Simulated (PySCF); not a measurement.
# Electric field gradients and quadrupole coupling constants

Species: C3H4F2S.
Z-matrix (Å and degrees, PBE0-D3(BJ)/def2-SVP geometry), rows numbered from 1:
```
F 
C   1  1.3478
F   2  1.3492  1  107.14
C   2  1.5271  1  113.73  3  -124.05
S   4  1.8357  2   90.88  1  -129.69
C   2  1.5268  1  113.64  3   124.01
H   4  1.0989  2  112.48  1   -13.94
H   4  1.0985  2  113.55  1   112.62
H   6  1.0989  2  112.42  1    14.02
H   6  1.0984  2  113.55  1  -112.51
```

Field gradients from the PBE0/pcSseg-1 density (PySCF, non-relativistic), principal values in atomic units, ordered |Vxx| ≤ |Vyy| ≤ |Vzz|:

```csv
atom,Vxx,Vyy,Vzz
S5,0.8339,2.4744,-3.3083
```

Problem. Find the asymmetry η = (Vxx − Vyy)/Vzz and the couplings χ = eQV/h (234.96 MHz × Q in barn × V in au), with Q(33S) = −0.0678 b.

Solution. 
```tsv
atom	environment	nucleus	η	χzz (MHz)	χxx (MHz)	χyy (MHz)
S5	sulfide sulfur	33S	0.50	52.70	-13.28	-39.42
```

Problem. What is Vzz at S5 in SI units (1 au = 9.71736 × 10²¹ V/m²)?

Solution. -3.3083 au = -32.147 × 10²¹ V/m².

Problem. What couplings would deuterons (Q(2H) = 0.00286 b) have in place of the hydrogens, at this geometry?

Solution. 
| atom | bonded to | bond length (Å) | Vzz (au) | η | χzz (kHz) |
| --- | --- | --- | --- | --- | --- |
| H7 | C4 | 1.099 | 0.2873 | 0.01 | 193 |
| H8 | C4 | 1.098 | 0.2886 | 0.02 | 194 |
| H9 | C6 | 1.099 | 0.2872 | 0.01 | 193 |
| H10 | C6 | 1.098 | 0.2887 | 0.02 | 194 |

The structure is a single PBE0-D3(BJ)/def2-SVP conformer in the gas phase; no vibrational or solvent corrections. The basis is small and wasn't made for field gradients, so the couplings can be 20 % off.
